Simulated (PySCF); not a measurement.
## Ionising SF

UHF-MP2; PySCF, no relativity, basis sets S def2-TZVPPD, F def2-TZVPPD. Neutral (UHF): doublet (π ↑), Re = 1.603 Å, ωe = 846 cm⁻¹, De = 3.67 eV.

SF⁺ (UHF): triplet (π ↑↑), Re = 1.508 Å, ωe = 1044 cm⁻¹, De = 3.73 eV to S⁺ + F. The energies at the minima are -497.36602 hartree for SF and -497.00168 for SF⁺.

Q: Work out the adiabatic ionisation energy, without and with harmonic zero-point energies (1 hartree = 27.2114 eV, 1 eV = 8065.5 cm⁻¹), and the change of the bond length.

A: At UHF-MP2: 0.36434 hartree = 9.914 eV between the minima; the zero-point term (1044.0 − 846.0)/2 cm⁻¹ = +0.012 eV makes it 9.926 eV. Re changes by -9.5 pm against the neutral. The electron leaves a π orbital, and the shorter bond of the ion fits an antibonding orbital, or a change in how ionic the bond is.

SF⁻ (RHF): singlet (closed shell), Re = 1.721 Å, ωe = 655 cm⁻¹, De = 2.29 eV to S + F⁻. The energies at the minima are -497.36602 hartree for SF and -497.44651 for SF⁻.

Q: Work out the adiabatic electron affinity, without and with harmonic zero-point energies (1 hartree = 27.2114 eV, 1 eV = 8065.5 cm⁻¹), and the change of the bond length.

A: At MP2: 0.08049 hartree = 2.190 eV between the minima; the zero-point term (846.0 − 655.0)/2 cm⁻¹ = +0.012 eV makes it 2.202 eV. Re changes by +11.8 pm against the neutral. The electron enters a π orbital, and the longer bond of the ion fits an antibonding orbital, or a change in how ionic the bond is.

Correlated steps freeze 6 core orbitals. For an ion De counts to the pair picked by the measured ionisation energies or electron affinities, which need not be the lowest pair at this level. Where the molecule has an RHF reference, its open-shell atoms are computed with UHF. States were picked by a PBE0 search and need not be the measured ground states.

Neutral and ion stand on different kinds of reference determinant, which adds to the error of the difference.
